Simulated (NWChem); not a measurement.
System: nitrogen (N₂); SMILES N#N

The following NWChem deck was run.

```
start job
memory heap 200 mb stack 900 mb global 1100 mb
geometry units angstroms noautosym nocenter noautoz
  N      0.000000     0.000000     0.544738
  N      0.000000     0.000000    -0.544738
end
basis spherical
  * library def2-tzvp
end
dft
  xc hfexch
  iterations 150
end
property
  response 1 0.0
end
task dft property
```

The geometry was optimised at PBE0-D3(BJ)/def2-TZVP.

Static field.

Problem. Predict the main results of this run. (Hartree-Fock/def2-TZVP.) Quantities: basis functions; isotropic polarisability (bohr³); anisotropy (bohr³).

Solution. 
| Property | Value |
|---|---|
| number of basis functions | 62 |
| isotropic polarisability (bohr³) | 10.1 |
| anisotropy (bohr³) | 6.9 |
